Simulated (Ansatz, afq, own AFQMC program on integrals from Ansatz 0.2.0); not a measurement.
SiGeH, doublet in cc-pVDZ, levels against CCSDT(Q)

```xyz
3

Si    0.0000    0.0000    0.0869
Ge    0.0000    0.0000   -1.6691
H     0.0000    0.0000    1.5823
```

Connectivity, by distances: SiH–Ge.

Basis cc-pVDZ. Only valence electrons are correlated. Integrals, coupled cluster, full CI and functionals: Ansatz 0.2.0; the random walks run on the same integrals in our own AFQMC program. ph-AFQMC/CISD is guided by a CISD state made of CCSD amplitudes; releasing the constraint for a short imaginary time cuts its bias at the price of noise, slowly where states lie close. Error bars are statistical, one sigma. No spin–orbit coupling.

Determinant: UHF, the one that the program's search chose, which needn't be the lowest solution. The geometry is a point of a scan.

No full CI on the walks' own integrals is used here; CCSDT(Q) serves as the reference and is uncertain by about the last step of the cluster series.

Cautions: no relativity below Rb; no spin-orbit coupling; inner d shell frozen.

```
T1 diagnostic                               : 0.0187
weight of the determinant in the CISD state : 0.873
⟨S²⟩ of the determinant                     : 0.761
size of the correlated space                : 9 electrons in 31 orbitals
```

```tsv
level	correlation energy (eV)
MP2	-3.8701
CCSD	-4.6797
CCSD(T)	-4.8669
```

Question: Estimate where phaseless AFQMC with a CISD trial lies against CCSD(T) on the same integrals.

Answer: 0.32 ± 0.28 kcal/mol below CCSD(T). The gap is under twice the noise, so this walk alone can't tell the two apart.

Reference: CCSDT(Q), correlation energy -4.913 eV. The released energy is read at 2.40 1/Eh (meV from the phaseless value at times in 1/Eh: -5 ± 12 at 0.24, -18 ± 11 at 0.51, -30 ± 10 at 0.99, -21 ± 11 at 1.62, -27 ± 11 at 2.40).

| level | E − E(reference) (kcal/mol) | share of correlation (%) |
| --- | --- | --- |
| CCSD(T) | 1.05 | 99.07 |
| CCSDT | 0.28 | 99.75 |
| ph-AFQMC/CISD | 0.73 ± 0.28 | 99.36 |
| released AFQMC | 0.10 ± 0.24 | 99.91 |

A walk keeps the symmetry of its determinant, which the program's search chose and which needn't be the lowest solution, so a lower state of the same spin and another symmetry isn't excluded. Released energies are given only where the last usable release times agree within the noise; a slower fall can still hide under it.
